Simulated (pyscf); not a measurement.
Optimised with ωB97X-D3(BJ)/def2-SVP in PySCF.

Task: PBE/def2-TZVP puts the barrier of Cl–AlH–Cl (SMILES [Cl][AlH][Cl]) + H• (SMILES [H]) → [Cl–Al–Cl]• (SMILES [Cl][Al][Cl]) + H₂ (SMILES [H][H]) (hydrogen abstraction; doublet surface; Al–H broken, H–H formed) at -0.6 kcal/mol and the reaction energy at -23.7 kcal/mol, from the separated reactants. What do B3LYP-D3(BJ)/def2-TZVP, M06-2X/def2-TZVP, ωB97M-D3(BJ)/def2-TZVP give on the same structures?

Result: B3LYP-D3(BJ): ΔE‡ = -0.6 kcal/mol, ΔE = -24.2 kcal/mol; M06-2X: ΔE‡ = 3.5 kcal/mol, ΔE = -25.0 kcal/mol; ωB97M-D3(BJ): ΔE‡ = 3.6 kcal/mol, ΔE = -19.7 kcal/mol. PBE's barrier matches one of them and lies within 4.1 kcal/mol of the others. Its reaction energy lies among theirs. At PBE, B3LYP-D3(BJ) this geometry lies under the reactants; that is no barrier but a single point on another level's saddle; such a level's own saddle, if it has one, lies nearer that side and is low. One saddle was located; it need not be the lowest between these sides. The angle at the transferred H is 180°.
